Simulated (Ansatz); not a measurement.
# Worked example: CH$_{4}$⁺, quartet against CH4⁺, doublet

Geometry (PBE0/def2-TZVP stationary point of a doublet), kept for both states:

| atom | x (Å) | y (Å) | z (Å) |
| --- | --- | --- | --- |
| C | 0.0000 | 0.0000 | 0.0000 |
| H | 0.3646 | 0.7500 | 0.7480 |
| H | -0.3742 | -0.7450 | 0.7482 |
| H | -0.3622 | 0.7462 | -0.7529 |
| H | 0.3718 | -0.7512 | -0.7433 |

Basis cc-pVDZ; Ansatz 0.2.0. Only valence electrons are correlated (noble-gas cores frozen). Prefix R: restricted or restricted open-shell reference; prefix U: unrestricted.

Full CI isn't at hand for all of this; UCCSDT(Q) serves as the reference, and is uncertain by about the last step of the cluster series.

```json
{"level": "UHF", "E(CH4⁺, doublet) (hartree)": "-39.761127", "E(CH4⁺, quartet) (hartree)": "-39.374764"}
{"level": "UMP2", "E(CH4⁺, doublet) (hartree)": "-39.895326", "E(CH4⁺, quartet) (hartree)": "-39.484122"}
{"level": "UCCSD(T)", "E(CH4⁺, doublet) (hartree)": "-39.922515", "E(CH4⁺, quartet) (hartree)": "-39.511789"}
{"level": "PBE", "E(CH4⁺, doublet) (hartree)": "-39.989993", "E(CH4⁺, quartet) (hartree)": "-39.584604"}
{"level": "wB97M-V", "E(CH4⁺, doublet) (hartree)": "-40.009071", "E(CH4⁺, quartet) (hartree)": "-39.593839"}
{"level": "UCCSDT(Q)", "E(CH4⁺, doublet) (hartree)": "-39.923188", "E(CH4⁺, quartet) (hartree)": "-39.512562"}
```

Problem. Give the vertical gap, CH4⁺ quartet less CH4⁺ doublet, at each level in eV (1 hartree = 27.2114 eV), and each error against UCCSDT(Q).

Solution. UCCSDT(Q): (-39.512562 − (-39.923188)) × 27.2114 = 11.174 eV (the reference)
wB97M-V: (-39.593839 − (-40.009071)) × 27.2114 = 11.299 eV, error 0.125 eV
PBE: (-39.584604 − (-39.989993)) × 27.2114 = 11.031 eV, error -0.143 eV
UCCSD(T): (-39.511789 − (-39.922515)) × 27.2114 = 11.176 eV, error 0.002 eV
UMP2: (-39.484122 − (-39.895326)) × 27.2114 = 11.189 eV, error 0.015 eV
UHF: (-39.374764 − (-39.761127)) × 27.2114 = 10.513 eV, error -0.661 eV

Total energies of functionals can't be set beside those of wave-function methods, since they hold the core's correlation and their own absolute errors; only the differences compare.

In so small a basis the reference is far from its limit while semilocal and hybrid functionals are nearer theirs, so the functionals' errors here hold much of the reference's basis and frozen-core error, which can add to them or hide them.

Each level lands on the state that its own search finds. T1 diagnostics of restricted CCSD: 0.011 and 0.020.
